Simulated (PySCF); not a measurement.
2-ethylacrolein: full NMR table

| Property | Result |
| --- | --- |
| Formula | C5H8O |
| SMILES | C=C(C=O)CC |
| Point group of the computed structure | C1 |
| Degrees of unsaturation | 2 |
| Carbon signals | 5 |
| Proton signals | 5 |

Structure with atom numbers: `[CH2:1]=[C:2]([CH:3]=[O:4])[CH2:5][CH3:6]` (H(Xn): hydrogen on atom n). Ha(C1) is cis to C3; Hb(C1) is trans to C3.

PySCF calculation with geometry: GFN2-xTB and shieldings: GIAO PBE0/pcSseg-1; gas phase, relativity neglected, averaged over atoms made equivalent by symmetry, fast rotation or ring inversion, one conformer.

Scale: 1H, 13C against TMS; H2O for 17O (reference shieldings calculated alike).

```tsv
carbon	δC, type	δH (multiplicity)	HMBC from (2–3 bonds)	span of the C tensor (ppm)
C1	140.7, CH2	Ha(C1) 6.08 (br s); Hb(C1) 6.64 (br s)	H(C3), H(C5)	229
C2	161.3, C	–	H(C3), Hb(C1), Ha(C1), H(C5), H(C6)	238
C3	198.0, CH	9.77 (s)	Hb(C1), Ha(C1), H(C5)	179
C5	28.1, CH2	2.38 (q)	H(C3), Hb(C1), Ha(C1), H(C6)	25
C6	18.1, CH3	1.07 (t)	H(C5)	33
```

Other nuclei:
| atoms | nucleus | environment | δ (ppm) | σ (ppm) |
| --- | --- | --- | --- | --- |
| O4 | 17O | aldehyde oxygen | 681.1 | -345.0 |

Carbon types of the structure: 1 × C, 1 × CH, 2 × CH2, 1 × CH3, which accounts for all hydrogens. δC 198.0: aldehyde carbonyl carbon; the double bond to the heteroatom, with no lone-pair donor beside it, deshields it most. δC 161.3: α carbon of a C=C–C=O unit; the olefinic region. δC 140.7: β carbon of a C=C–C=O unit; conjugation with the carbonyl draws π density from the β position. δH 9.77: hydrogen on an aldehyde carbonyl carbon; the C=O anisotropy and electron withdrawal place aldehyde protons far downfield. δH 2.38: hydrogen on an allylic sp3 CH2; allylic position.

Shifts are as computed. Against solution values, carbons near 30 ppm lie about +3 ppm off and those near 130 ppm about +5 ppm. Of 1211 compounds with measured shifts, 218 miss one by over three times the rms of a fit or turn the order of signals round; such compounds aren't used in these exercises. Unscaled 17O shifts of doubly bonded oxygen tend to come out too high, by tens of ppm or more. Experimental scales use liquid or dissolved standards, which lie at an offset from isolated H2O (liquid H2O: subtract about 36 ppm). Multiplicities follow the n + 1 count of equivalent neighbours, as no J values were calculated; m marks all less simple cases, F and P coupling included.
